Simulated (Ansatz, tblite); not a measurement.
**The cluster HfSi₃−: one state, many levels**

How do method and basis change the picture of the cluster HfSi₃− (doublet)?

The runs use Ansatz 0.2.0, Gaussian basis; as each input shows.

The runs, in order: GFN1-xTB, GFN2-xTB, PBE-D4/def2-TZVPD, r2SCAN-D4/def2-TZVPD, B97M-V/def2-TZVPD, HSE06-D4/def2-TZVPD, LDA/def2-TZVPD, BLYP-D4/def2-TZVPD, B3LYP-D4/def2-TZVPD, PBE+5HF/def2-TZVPD, PBE+10HF/def2-TZVPD, PBE+15HF/def2-TZVPD, PBE+35HF/def2-TZVPD, PBE+50HF/def2-TZVPD, PBE-D4/def2-SVPD, PBE0-D4/def2-SVPD, CCSD(T)/def2-TZVPD, RPA/def2-TZVPD.

### Step 1. The geometry

The geometry is that of the doublet, from an earlier relaxation (PBE-D4/def2-SVPD). At that level it is the lowest of the isomers that a small search found.

4 atoms, charge -1, spin multiplicity 2.

Bond lengths: Hf1–Si2 2.517 Å, Hf1–Si3 2.514 Å, Hf1–Si4 2.460 Å, Si2–Si3 2.436 Å, Si2–Si4 2.656 Å. Angles: Si2–Hf1–Si3 57.9°, Si2–Hf1–Si4 64.5°, Si3–Hf1–Si4 65.1°, Hf1–Si2–Si3 61.0°, Hf1–Si2–Si4 56.7°, Si3–Si2–Si4 63.2°, Hf1–Si3–Si2 61.1°, Hf1–Si4–Si2 58.8°.

As a file:

```xyz
4

Hf   -1.11880   -0.80922   -0.58477
Si    0.93348   -0.87872    0.87123
Si    0.94496    0.52117   -1.12279
Si   -0.75964    1.16677    0.83634
```

Hf takes a core potential in the def2 sets. No spin-orbit coupling is included. The ion is computed in the gas phase, without counter-ions or solvent.

PBE0-D4/def2-TZVPD was run before; its log isn't repeated, and its numbers join the tables.

### Step 2. GFN1-xTB

Tight binding, by tblite at 300 K electronic temperature and without a spin-polarisation term:

```python
tblite.interface.Calculator('GFN1-xTB', numbers, positions, charge=-1, uhf=1).singlepoint()
```

Energy -178.7102 eV; 0.007 s.

### Step 3. GFN2-xTB

Tight binding, by tblite at 300 K electronic temperature and without a spin-polarisation term:

```python
tblite.interface.Calculator('GFN2-xTB', numbers, positions, charge=-1, uhf=1).singlepoint()
```

Energy -178.0219 eV; 0.025 s.

### Step 4. PBE-D4/def2-TZVPD

start.molden holds the orbitals of an earlier run on this state, given as this run's starting guess.

Input file in.yaml:

```yaml
crystal:
  periodic: [false, false, false]
  atoms:
    - {symbol: Hf, position_ang: [-1.118801, -0.809218, -0.584772]}
    - {symbol: Si, position_ang: [0.933476, -0.878715, 0.871226]}
    - {symbol: Si, position_ang: [0.944961, 0.521166, -1.122791]}
    - {symbol: Si, position_ang: [-0.759636, 1.166767, 0.836338]}
basis:
  gaussian: {orbitals: def2-TZVPD, initial_orbitals: start.molden}
total_charge: -1
magnetization: {spin_polarized: true, initial_magnetization: 1}
hamiltonian: {xc: pbe, dispersion: d4}
scf: {omitted_lower_state_checks: [starts]}
output: {forces: true, orbitals: {seedname: orbitals}}
```

On the command line:

```sh
> ansatz run in.yaml --threads 4 --pin off --events-out ev --progress --plain --max-ram 3916MiB
```

The runs that follow: r2SCAN-D4/def2-TZVPD; B97M-V/def2-TZVPD; HSE06-D4/def2-TZVPD; LDA/def2-TZVPD; BLYP-D4/def2-TZVPD; B3LYP-D4/def2-TZVPD; PBE+5HF/def2-TZVPD; PBE+10HF/def2-TZVPD; PBE+15HF/def2-TZVPD; PBE+35HF/def2-TZVPD; PBE+50HF/def2-TZVPD; PBE-D4/def2-SVPD; PBE0-D4/def2-SVPD; CCSD(T)/def2-TZVPD; RPA/def2-TZVPD.

**Question.** What will the summary of the whole plan be? Wanted: gap in def2-TZVPD, named functionals, smallest and largest; gap over the share of exact exchange; correlation energy, CCSD(T)/def2-TZVPD; ⟨S²⟩ in def2-TZVPD, named functionals, smallest and largest; PBE0 total energy, smallest basis above largest.

The runs gave:

| quantity | value |
| --- | --- |
| gap in def2-TZVPD, named functionals, smallest and largest | 0.24 eV (LDA), 1.80 eV (PBE0-D4) |
| gap over the share of exact exchange | 0.44 eV at 0, 1.04 eV at 0.1 |
| correlation energy, CCSD(T)/def2-TZVPD | -18.66 eV |
| ⟨S²⟩ in def2-TZVPD, named functionals, smallest and largest | 0.767, 1.083 |
| PBE0 total energy, smallest basis above largest | 8.19 eV (def2-SVPD, def2-TZVPD) |

Over the named functionals in def2-TZVPD the gap runs from 0.24 eV (LDA) to 1.80 eV (PBE0-D4); exact exchange widens it. Raising the share of exact exchange from 0 to 0.1 moves the HOMO by -0.36 eV and the LUMO by +0.24 eV. Over the named functionals in def2-TZVPD spin contamination reaches 0.33 (r2SCAN-D4), so some levels may describe another state. LDA, PBE-D4, BLYP-D4, r2SCAN-D4, B97M-V put the HOMO above zero; others here keep it below zero, so the sign hangs on the functional's self-interaction and doesn't show that the species is unbound. Notes on CCSD(T)/def2-TZVPD: large T1 diagnostic, spin contamination.
